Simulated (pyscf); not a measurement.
Single points on ωB97X-D3(BJ)/def2-SVP structures (PySCF, gas phase).

SMILES: C=CC(C)CC=O
```xyz
17

C      0.7966     0.1915     2.2903
C      0.7874     0.1423     0.9575
C     -0.4380     0.2786     0.0855
C     -0.3213     1.5179    -0.8104
C     -0.6577    -0.9817    -0.7740
C     -0.9641    -2.2190     0.0376
O     -1.8862    -2.9620    -0.1855
H      1.7262     0.1019     2.8605
H     -0.1290     0.3249     2.8622
H      1.7370     0.0077     0.4193
H     -1.3158     0.4058     0.7437
H     -1.2218     1.6411    -1.4328
H      0.5465     1.4312    -1.4856
H     -0.1900     2.4278    -0.2051
H      0.2604    -1.1835    -1.3584
H     -1.4820    -0.8377    -1.4896
H     -0.2643    -2.4174     0.8894
```
Charge 0, spin multiplicity 1.

### Question
How much does it cost (ΔH, 298 K, ωB97M-D3(BJ)/def2-TZVP) to split H₂C=CH–CH(CH₃)–CH₂–CH=O at its C–C bond into •H₂C–CH=CH–CH₃ + •H₂C–CH=O?

### Answer
C–C to •H₂C–CH=CH–CH₃ + •H₂C–CH=O: 64.3 kcal/mol. The 7 functionals that were run give +52.2 (r²SCAN) to +65.2 kcal/mol (M06-2X). The radicals are drawn with the spin at the cut bond; how far it spreads was not checked. H₂C=CH–CH(CH₃)–CH₂–CH=O lies 11.9 kcal/mol over its isomer cyclic C₆H₁₀O (SMILES OC1CC=CCC1), and others may lie lower still (electronic energy, ωB97M-D3(BJ)). •H₂C–CH=O lies 6.7 kcal/mol over its isomer H₃C–C•=O, and others may lie lower still (electronic energy, ωB97M-D3(BJ)). Other isomers of •H₂C–CH=CH–CH₃ were not searched in full and may lie lower.
